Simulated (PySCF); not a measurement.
## Field gradients at the hydrogen positions

Compound: C3H7O (charge -1).
Numbering: `[CH3:1][CH2:2][CH2:3][O-:4]` (hydrogens: H5, H6, H7 on C1; H8, H9 on C2; H10, H11 on C3)

Structure used (PBE0-D3(BJ)/def2-SVP), in Å, numbered top down from 1:
```
atom  x, y, z in Å
C1    -1.5240   -0.0135   -0.3734
C2    -0.1084   -0.5617   -0.3281
C3     0.9530    0.3958    0.3119
O4     2.1676   -0.0474    0.3241
H5    -1.5596    0.9263   -0.9536
H6    -1.8768    0.2318    0.6450
H7    -2.2592   -0.7075   -0.8200
H8     0.2570   -0.8064   -1.3436
H9    -0.0706   -1.5095    0.2423
H10    0.7517    1.4023   -0.2523
H11    0.4618    0.6511    1.3445
```

Level: PBE0/pcSseg-1 (PySCF, non-relativistic); Q(2H) = 0.00286 b; rigid geometry, the same for H and D, with no vibrational averaging.

Problem. Tabulate Vzz, the asymmetry η and χzz = 234.96 MHz × Q × Vzz for every hydrogen position.

Solution. 
```tsv
atom	bonded to	bond length (Å)	Vzz (au)	η	χzz (kHz)
H5	C1	1.105	0.2910	0.01	196
H6	C1	1.105	0.2906	0.01	195
H7	C1	1.105	0.2948	0.00	198
H8	C2	1.107	0.2890	0.03	194
H9	C2	1.107	0.2888	0.03	194
H10	C3	1.171	0.1990	0.04	134
H11	C3	1.172	0.1988	0.04	134
```

Problem. A static deuteron (I = 1) shows a doublet split by (3/2)χ, (3/4)χ(1 + η) and (3/4)χ(1 − η) with the field along z, y and x of the gradient. What are these for H8?

Solution. With |χ| = 194.2 kHz and η = 0.032: 291, 150 and 141 kHz, to first order and without motion.

Geometry: PBE0-D3(BJ)/def2-SVP, one conformer, isolated ion. The pcSseg-1 basis has no diffuse functions, a weakness for an anion. The HOMO energy is positive at this level (+0.87 eV), so the outermost electrons may be held by the finite basis alone. With so small a basis the couplings can be 20 % off.

These values come from a run that also computed NMR shieldings. On one thread, Arm Neoverse V1, on a shared host, this took 5.7 s.
